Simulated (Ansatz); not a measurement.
Molecule: CN, net charge 0, doublet state. SMILES: [C]#N
Geometry from a B3LYP-D3(BJ)/def2-TZVP (Ansatz, a quantum-chemistry and plane-wave program) optimisation:
```xyz
2

C      0.0000     0.0000    -0.6258
N      0.0000     0.0000     0.5364
```
Charge 0, spin multiplicity 2.

Atomisation energy built up term by term with Ansatz (kcal/mol; UHF references for open shells; valence terms freeze the core; atomic spin-orbit terms are left out). Basis-set limits of correlation are two-point, X^-3; Hartree-Fock from the larger set (for Q and 5 zeta extrapolated as (X+1)exp(-9√X)).

The UHF reference is spin-contaminated (<S^2> 0.37 over the pure value in the largest basis). The T1 diagnostic of CCSD in the largest basis is 0.086, which is high, so the coupled-cluster rows are less sure than usual.

| term | basis | kcal/mol |
|---|---|---|
| Hartree-Fock | CBS(cc-pVQZ,cc-pV5Z) | 90.87 |
| CCSD correlation | CBS(cc-pVQZ,cc-pV5Z) | 77.67 |
| (T) | CBS(cc-pVQZ,cc-pV5Z) | 9.54 |
| CCSDT - CCSD(T) | cc-pVDZ | 1.24 |
| (Q) | cc-pVDZ | 1.19 |
| core correlation | cc-pwCVTZ | 1.16 |
| scalar relativity (X2C) | cc-pVTZ-DK against cc-pVTZ | -0.15 |
| sum: De |  | 181.5 |

(T) makes 5.4 % of the CCSD(T) atomisation energy.
